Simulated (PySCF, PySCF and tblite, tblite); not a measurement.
# 1,3-difluoropropane (C3H6F2): conformers and averaged spectra

Aim: find the conformers of 1,3-difluoropropane (C3H6F2) (`FCCCF`), weigh them, and average their properties.

Programs: PySCF 2.14.0 with density-fitted response routines of our own, and tblite 0.8.0. All values are computed, except where a source is named. Atoms count from 0 throughout.

## Step 1: The molecule as given

11 atoms, charge 0, multiplicity 1; geometry from: MMFF94s geometry.

Bonds of the start (Å): C1–C2 1.51, C1–H5 1.10, C1–H6 1.09, C2–C3 1.52, C2–H7 1.09, C2–H8 1.09, C3–F4 1.34, C3–H10 1.10, C3–H9 1.10, F0–C1 1.37.

## Step 2: GFN2-xTB relaxation, conformer 1

What the job is given:

```
{"job": {"xc": "GFN2-xTB", "basis": "xTB", "kind": "relax"}, "charge": 0, "multiplicity": 1}
F      2.375200    -0.102900    -0.248300
C      1.155700     0.458200     0.044200
C      0.090600    -0.580300    -0.207400
C     -1.285400    -0.039900     0.157600
F     -1.549800     1.063100    -0.561400
H      1.179300     0.752400     1.103200
H      1.034700     1.347700    -0.571600
H      0.106900    -0.834800    -1.270100
H      0.305700    -1.496900     0.347900
H     -2.067300    -0.786400    -0.043000
H     -1.340200     0.222400     1.222900
```

Launch:

```
$ OMP_NUM_THREADS=1 python ens_run.py task.json out
```

One launch serves the whole session.

Standard output:

```text
step      E/eV     max force
  0    -515.52567    1.227
  1    -515.54966    0.217
  2    -515.55252    0.191
  3    -515.55801    0.161
  4    -515.55941    0.103
  5    -515.56032    0.064
  6    -515.56082    0.083
  7    -515.56124    0.070
  8    -515.56143    0.034
  9    -515.56143    0.034
 10    -515.56149    0.024
 11    -515.56158    0.018
 12    -515.56162    0.018
 13    -515.56168    0.020
 14    -515.56171    0.019
 15    -515.56173    0.016
 16    -515.56175    0.013
 17    -515.56177    0.011
 18    -515.56179    0.014
 19    -515.56182    0.014
 20    -515.56183    0.015
 21    -515.56185    0.013
 22    -515.56187    0.016
 23    -515.56191    0.020
 24    -515.56194    0.018
 25    -515.56198    0.017
 26    -515.56202    0.020
 27    -515.56207    0.025
 28    -515.56212    0.023
 29    -515.56216    0.014
 30    -515.56218    0.010
 31    -515.56219    0.009
 32    -515.56220    0.009
 33    -515.56221    0.009
 34    -515.56222    0.007
 35    -515.56222    0.006
 36    -515.56223    0.005
 37    -515.56223    0.004
```

Wall time 0.11 s (1 thread of Arm Neoverse V1, shared host).

The energy fell by 0.037 eV, and the atoms moved 0.03 Å (root mean square).

GFN2-xTB relaxation, conformer 2:

What the job is given:

```
{"job": {"xc": "GFN2-xTB", "basis": "xTB", "kind": "relax"}, "charge": 0, "multiplicity": 1}
F     -1.585000    -0.090100     1.151900
C     -1.228800     0.307400    -0.106800
C      0.048800    -0.441900    -0.482300
C      1.196700    -0.017800     0.392000
F      1.482000     1.282300     0.173500
H     -2.048800     0.055700    -0.780400
H     -1.083000     1.390800    -0.095000
H     -0.117100    -1.511900    -0.382100
H      0.285800    -0.219300    -1.529200
H      0.964500    -0.143400     1.468200
H      2.090200    -0.609200     0.164300
```

Standard output:

```text
step      E/eV     max force
  0    -515.53503    1.087
  1    -515.55701    0.225
  2    -515.55980    0.188
  3    -515.56596    0.164
  4    -515.56757    0.113
  5    -515.56863    0.080
  6    -515.56901    0.060
  7    -515.56935    0.061
  8    -515.56960    0.044
  9    -515.56983    0.043
 10    -515.57000    0.037
 11    -515.57000    0.037
 12    -515.57008    0.028
 13    -515.57025    0.024
 14    -515.57031    0.025
 15    -515.57042    0.031
 16    -515.57052    0.033
 17    -515.57070    0.040
 18    -515.57094    0.052
 19    -515.57128    0.051
 20    -515.57164    0.062
 21    -515.57196    0.054
 22    -515.57223    0.041
 23    -515.57248    0.043
 24    -515.57268    0.035
 25    -515.57284    0.034
 26    -515.57294    0.029
 27    -515.57301    0.026
 28    -515.57306    0.023
 29    -515.57312    0.021
 30    -515.57318    0.024
 31    -515.57325    0.024
 32    -515.57332    0.023
 33    -515.57337    0.020
 34    -515.57342    0.018
 35    -515.57345    0.016
 36    -515.57347    0.015
 37    -515.57349    0.012
 38    -515.57350    0.013
 39    -515.57352    0.011
 40    -515.57353    0.006
 41    -515.57354    0.005
 42    -515.57354    0.005
 43    -515.57354    0.006
 44    -515.57355    0.005
 45    -515.57355    0.003
```

It took 0.17 s on 1 thread of Arm Neoverse V1, shared host.

Relaxing gained 0.039 eV and moved the atoms by 0.07 Å on average (rms).

**GFN2-xTB relaxation, conformer 3**

What the job is given:

```
{"job": {"xc": "GFN2-xTB", "basis": "xTB", "kind": "relax"}, "charge": 0, "multiplicity": 1}
F      2.309900     0.566900    -0.444500
C      1.254200    -0.092400     0.109900
C     -0.019200     0.408800    -0.486500
C     -1.234600    -0.282900     0.086300
F     -2.356200     0.206600    -0.482600
H      1.396100    -1.165400    -0.073600
H      1.292700     0.082000     1.195100
H     -0.107700     1.498800    -0.330300
H     -0.002100     0.273700    -1.576200
H     -1.209800    -1.368200    -0.092500
H     -1.317800    -0.125200     1.171200
```

Standard output:

```text
step      E/eV     max force
  0    -515.48267    1.175
  1    -515.50664    0.193
  2    -515.50908    0.161
  3    -515.51380    0.108
  4    -515.51479    0.086
  5    -515.51593    0.062
  6    -515.51614    0.033
  7    -515.51614    0.033
  8    -515.51618    0.023
  9    -515.51623    0.013
 10    -515.51624    0.010
 11    -515.51624    0.007
 12    -515.51625    0.005
 13    -515.51625    0.005
 14    -515.51625    0.002
```

It took 0.04 s on 1 thread of Arm Neoverse V1, shared host.

Relaxing gained 0.034 eV and moved the atoms by 0.02 Å on average (rms).

## Step 3: DFT optimisation, conformer 1: PBE0-D3(BJ)/def2-SVP

What the job is given:

```
{"job": {"kind": "geom", "xc": "PBE0", "basis": "def2-SVP", "d3": "d3bj", "grid": 1, "maxiter": 40}, "charge": 0, "multiplicity": 1}
F      2.403889    -0.076315    -0.240796
C      1.171637     0.448268     0.059449
C      0.084569    -0.582113    -0.223859
C     -1.287083    -0.053541     0.164222
F     -1.605540     1.050800    -0.588770
H      1.196234     0.725003     1.119153
H      1.044465     1.341831    -0.559202
H      0.094940    -0.828253    -1.287138
H      0.286554    -1.491073     0.344339
H     -2.067320    -0.796987    -0.024894
H     -1.316920     0.265049     1.211532
```

Standard output:

```text
step   0  E = -317.03415404  max force = 0.019255
step   1  E = -317.03530398  max force = 0.004502
step   2  E = -317.03543410  max force = 0.001616
step   3  E = -317.03545153  max force = 0.000459
step   4  E = -317.03546649  max force = 0.001042
step   5  E = -317.03547492  max force = 0.001428
step   6  E = -317.03548410  max force = 0.001030
step   7  E = -317.03549084  max force = 0.000266
optimisation converged
```

Wall time 22 s (1 thread of Arm Neoverse V1, shared host); peak memory 0.41 GiB.

The energy fell by 0.036 eV, and the atoms moved 0.03 Å (root mean square).

## Step 4: DFT optimisation, conformer 2: PBE0-D3(BJ)/def2-SVP

What the job is given:

```
{"job": {"kind": "geom", "xc": "PBE0", "basis": "def2-SVP", "d3": "d3bj", "grid": 1, "maxiter": 40}, "charge": 0, "multiplicity": 1}
F     -1.672859    -0.154557     1.131499
C     -1.237647     0.288541    -0.095230
C      0.041465    -0.439487    -0.487814
C      1.213416    -0.017385     0.389001
F      1.569306     1.280194     0.105602
H     -2.046279     0.090249    -0.805126
H     -1.070264     1.365985    -0.003360
H     -0.106933    -1.514548    -0.381120
H      0.268991    -0.212743    -1.529938
H      0.948433    -0.050102     1.450212
H      2.097795    -0.633478     0.200310
```

Standard output:

```text
step   0  E = -317.03563202  max force = 0.016264
step   1  E = -317.03269390  max force = 0.028889
step   2  E = -317.03706740  max force = 0.009265
step   3  E = -317.03732973  max force = 0.001294
step   4  E = -317.03735814  max force = 0.000805
step   5  E = -317.03736588  max force = 0.000141
optimisation converged
```

Run time: 18 s. Hardware: 1 thread of Arm Neoverse V1, shared host; peak memory 0.43 GiB.

Gain 0.047 eV; displacement 0.10 Å root mean square.

## Step 5: DFT optimisation, conformer 3: PBE0-D3(BJ)/def2-SVP

What the job is given:

```
{"job": {"kind": "geom", "xc": "PBE0", "basis": "def2-SVP", "d3": "d3bj", "grid": 1, "maxiter": 40}, "charge": 0, "multiplicity": 1}
F      2.337415     0.556210    -0.433845
C      1.263954    -0.095750     0.116654
C     -0.027850     0.422274    -0.499201
C     -1.237204    -0.287154     0.092949
F     -2.386972     0.195933    -0.477213
H      1.407908    -1.163225    -0.082352
H      1.301755     0.090661     1.195354
H     -0.111762     1.495988    -0.319231
H     -0.005307     0.262582    -1.579119
H     -1.214106    -1.363646    -0.108363
H     -1.322406    -0.111203     1.170723
```

Standard output:

```text
step   0  E = -317.03199395  max force = 0.013815
step   1  E = -317.03308802  max force = 0.002511
step   2  E = -317.03313177  max force = 0.001080
step   3  E = -317.03313666  max force = 0.000304
optimisation converged
```

It took 11 s on 1 thread of Arm Neoverse V1, shared host; peak memory 0.43 GiB.

Relaxing gained 0.031 eV and moved the atoms by 0.02 Å on average (rms).

## Step 6: Shieldings, conformer 1: wB97X-D/pcSseg-1 in chloroform

What the job is given:

```
{"job": {"xc": "wB97X-D", "basis": "pcSseg-1", "solvent": "chloroform", "kind": "nmr", "pop": true}, "charge": 0, "multiplicity": 1}
F      2.283915    -0.339069    -0.610653
C      1.202553     0.324323    -0.089006
C     -0.025209    -0.556483    -0.146609
C     -1.256542     0.120693     0.403012
F     -1.545423     1.250443    -0.326947
H      1.432454     0.608243     0.954001
H      1.037013     1.247915    -0.667592
H     -0.203549    -0.852856    -1.193171
H      0.158975    -1.482037     0.423800
H     -2.126359    -0.555796     0.361747
H     -1.108573     0.424457     1.455232
```

Standard output:

```text
coarse grid: 9152 points
cycle   1  E = -317.3692142098  dE =  5.003e-01  |g| = 6.635e-01  |ddm| = 2.610e+00
cycle   2  E = -317.3654186638  dE =  3.796e-03  |g| = 7.471e-01  |ddm| = 7.168e-01
cycle   3  E = -317.4423947464  dE = -7.698e-02  |g| = 3.691e-02  |ddm| = 3.754e-01
cycle   4  E = -317.4426359144  dE = -2.412e-04  |g| = 1.475e-02  |ddm| = 2.863e-02
cycle   5  E = -317.4426834783  dE = -4.756e-05  |g| = 3.786e-03  |ddm| = 1.368e-02
cycle   6  E = -317.4426869717  dE = -3.493e-06  |g| = 4.932e-04  |ddm| = 3.180e-03
final grid: 89064 points
cycle   7  E = -317.4880481556  dE = -1.411e-04  |g| = 8.190e-03  |ddm| = 3.318e-02
cycle   8  E = -317.4880476878  dE =  4.678e-07  |g| = 9.032e-03  |ddm| = 9.538e-03
cycle   9  E = -317.4880587631  dE = -1.108e-05  |g| = 3.635e-04  |ddm| = 4.318e-03
cycle  10  E = -317.4880588100  dE = -4.695e-08  |g| = 1.585e-04  |ddm| = 9.427e-04
cycle  11  E = -317.4880588164  dE = -6.324e-09  |g| = 3.566e-05  |ddm| = 1.895e-04
cycle  12  E = -317.4880588169  dE = -4.986e-10  |g| = 6.228e-06  |ddm| = 8.246e-05
converged SCF energy = -317.4880588169

GIAO shielding tensors (ppm)
atom      isotropic    diamagn.    paramagn.     s11        s22        s33       span
  0 F      431.012     471.608     -40.596    397.300    428.726    467.009     69.709
  1 C      101.619     243.621    -142.002     60.923     79.392    164.541    103.618
  2 C      150.803     249.447     -98.644    134.659    150.735    167.013     32.354
  3 C      103.626     242.229    -138.604     64.857     81.982    164.037     99.180
  4 F      431.044     474.442     -43.397    388.018    438.901    466.213     78.195
  5 H       26.796      28.877      -2.082     22.720     27.623     30.043      7.323
  6 H       26.611      28.952      -2.341     21.895     28.017     29.923      8.028
  7 H       29.078      30.059      -0.981     25.925     28.173     33.134      7.209
  8 H       29.730      30.039      -0.309     26.213     28.191     34.785      8.572
  9 H       26.655      27.745      -1.090     22.331     26.636     30.998      8.666
 10 H       26.937      28.597      -1.660     22.795     27.081     30.936      8.141
```

It took 12 s on 1 thread of Arm Neoverse V1, shared host; peak memory 0.65 GiB.

Key values: HOMO -11.09 eV, LUMO 3.58 eV; dipole 2.39 D.

The fields below are evaluated on a grid from the run's orbitals.

Frontier orbitals at wB97X-D/pcSseg-1, with the share of their density that lies nearest to each atom:

```tsv
orbital	energy (eV)	lies on
HOMO	-11.09	F0 20 %; H9 15 %; F4 15 %
LUMO	3.58	H8, H9, H10 about 19 % each; H5 11 %; C3 7 %
```

ELF in a plane through or near 5 of the atoms.

Values, 10 rows by 14 columns:
```
0.00 0.00 0.00 0.00 0.00 0.00 0.00 0.00 0.00 0.00 0.00 0.00 0.00 0.00
0.00 0.00 0.00 0.00 0.00 0.00 0.00 0.00 0.00 0.00 0.00 0.00 0.00 0.00
0.00 0.00 0.00 0.00 0.02 0.05 0.02 0.00 0.05 0.10 0.01 0.00 0.00 0.00
0.00 0.00 0.00 0.00 0.25 0.75 0.36 0.01 0.27 0.40 0.17 0.00 0.00 0.00
0.00 0.00 0.14 0.38 0.28 0.33 0.45 0.15 0.39 0.37 0.13 0.02 0.00 0.00
0.00 0.00 0.41 0.88 0.74 0.32 0.95 0.52 0.77 0.62 0.98 0.87 0.01 0.00
0.00 0.00 0.17 0.76 0.83 0.05 0.48 0.38 0.31 0.75 1.00 0.95 0.00 0.00
0.00 0.00 0.00 0.09 0.10 0.01 0.21 0.34 0.07 0.01 0.11 0.01 0.00 0.00
0.00 0.00 0.00 0.00 0.00 0.00 0.03 0.04 0.01 0.00 0.00 0.00 0.00 0.00
0.00 0.00 0.00 0.00 0.00 0.00 0.00 0.00 0.00 0.00 0.00 0.00 0.00 0.00
```
The map spans 10.0 Å across and 8.0 Å up, centred on the molecule. Atoms in the plane (x, y in Å): F0 (-2.4, -0.4), C1 (-1.2, 0.3), C2 (0.0, -0.6), C3 (1.3, 0.1), H9 (2.1, -0.5).

log10 of the density (e/Å³) in the same plane.

Ten even steps from '0' (-4.0) to '9' (1.5):
```
0000000000000000000000000000
0000000000000000000000000000
0000000000100000000000000000
0000000112222112222210000000
0000001223332223344321000000
0000012334444334555442100000
0000123445655445566543210000
0001234556766555676653310000
0002455667876656777654321000
0013567777977777797765421000
0024578887777777787765432000
0024578987677997777775432000
0013467776566776656665421000
0002345555456666544444321000
0000233443345555433332210000
0000011222233443322111000000
0000000001223333221000000000
0000000000111221100000000000
0000000000000000000000000000
0000000000000000000000000000
```
The map spans 10.0 Å across and 8.0 Å up, centred on the molecule. Atoms in the plane (x, y in Å): F0 (-2.4, -0.4), C1 (-1.2, 0.3), C2 (0.0, -0.6), C3 (1.3, 0.1), H9 (2.1, -0.5).

On the surface of density 0.002 e/bohr³ the electrostatic potential runs, from the 1st to the 99th percentile, from -1.20 V near F0 to 1.30 V near H10.

## Step 7: Single-point energy, conformer 1: B3LYP/def2-SVP in chloroform

The job, as its differences from that of step 6:

```diff
@@ -1,2 +1,2 @@
-{"job": {"xc": "wB97X-D", "basis": "pcSseg-1", "solvent": "chloroform", "kind": "nmr", "pop": true}, "charge": 0, "multiplicity": 1}
+{"job": {"xc": "B3LYP", "basis": "def2-SVP", "solvent": "chloroform", "kind": "sp"}, "charge": 0, "multiplicity": 1}
 F      2.283915    -0.339069    -0.610653
```

Standard output:

```text
coarse grid: 9152 points
cycle   1  E = -317.2519822078  dE =  3.471e-01  |g| = 6.462e-01  |ddm| = 3.141e+00
cycle   2  E = -317.1928540018  dE =  5.913e-02  |g| = 9.033e-01  |ddm| = 1.433e+00
cycle   3  E = -317.3196161216  dE = -1.268e-01  |g| = 6.347e-02  |ddm| = 8.772e-01
cycle   4  E = -317.3203563934  dE = -7.403e-04  |g| = 2.707e-02  |ddm| = 7.494e-02
cycle   5  E = -317.3205378336  dE = -1.814e-04  |g| = 3.507e-03  |ddm| = 2.756e-02
cycle   6  E = -317.3205402938  dE = -2.460e-06  |g| = 1.048e-03  |ddm| = 3.412e-03
final grid: 89064 points
cycle   7  E = -317.3677276435  dE = -2.559e-05  |g| = 6.813e-03  |ddm| = 2.171e-02
cycle   8  E = -317.3677179625  dE =  9.681e-06  |g| = 1.011e-02  |ddm| = 1.307e-02
cycle   9  E = -317.3677363617  dE = -1.840e-05  |g| = 3.644e-04  |ddm| = 8.028e-03
cycle  10  E = -317.3677363853  dE = -2.356e-08  |g| = 1.522e-04  |ddm| = 5.357e-04
cycle  11  E = -317.3677363905  dE = -5.230e-09  |g| = 1.694e-05  |ddm| = 1.504e-04
cycle  12  E = -317.3677363905  dE = -4.940e-11  |g| = 7.462e-06  |ddm| = 1.958e-05
converged SCF energy = -317.3677363905
```

It took 2.7 s on 1 thread of Arm Neoverse V1, shared host; peak memory 0.54 GiB.

In short: HOMO -8.72 eV, LUMO 1.76 eV; dipole 2.13 D.

(Part 1 of 3 ends here.)
